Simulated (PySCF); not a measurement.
Simulated outer-valence photoelectron spectrum of `Clc1cn[nH]c1`. Level of theory: EOM-IP-CCSD/aug-cc-pVDZ in PySCF, restricted Hartree–Fock reference, 10 core orbitals frozen, non-relativistic, gas phase, PBE0-D3(BJ)/def2-SVP geometry.

Each root has a Gaussian of 0.4 eV full width with its one-hole share as area; cross sections and vibrations are left out, and the highest printed point is 100.

ionisation energy (eV), intensity and a bar:
```
      8.6          1 
      8.8         13 ####
      9.0         48 ###############
      9.2         44 #############
      9.4         11 ###
      9.6         12 ####
      9.8         46 ##############
     10.0         47 ##############
     10.2         12 ####
     10.4         10 ###
     10.6         43 #############
     10.8         48 ###############
     11.0         14 ####
     11.2          1 
     11.4          1 
     11.6         13 ####
     11.8         48 ##############
     12.0         45 #############
     12.2         11 ###
     12.4         13 ####
     12.6         47 ##############
     12.8         45 #############
     13.0         11 ###
     13.2          1 
     13.4          0 
     13.6          0 
     13.8          0 
     14.0          0 
     14.2          3 #
     14.4         28 ########
     14.6         63 ###################
     14.8         78 #######################
     15.0        100 ##############################
     15.2         58 ##################
     15.4         11 ###
     15.6          1
```

Q: Where are the maxima, and how many lines lie under the curve?

A: 6 maxima, at 9.1, 9.9, 10.7, 11.9, 12.7 and 15.0 eV, from 8 lines. At this width some lines have no maximum of their own.

Q: List the lines with their holes.

A: 
```tsv
E (eV)	leading hole (HF orbital)	area	Koopmans (eV)
9.09	HOMO	0.95	9.43
9.90	HOMO-1	0.95	10.26
10.72	HOMO-2	0.94	12.20
11.89	HOMO-3	0.95	13.40
12.69	HOMO-4	0.94	13.78
14.60	HOMO-5	0.95	16.12
14.95	HOMO-6	0.95	16.23
15.09	HOMO-7	0.87	17.24
```

The widest gap, 1.91 eV, lies between 12.69 and 14.60 eV. Only orbitals with −ε under 21 eV, eight at most, were ionised, so the high end of the curve may lack lines.

Hardware: an Arm Neoverse V2 with one thread, shared host. Cost: 8.3 min of wall time, 3.0 GiB resident at most.
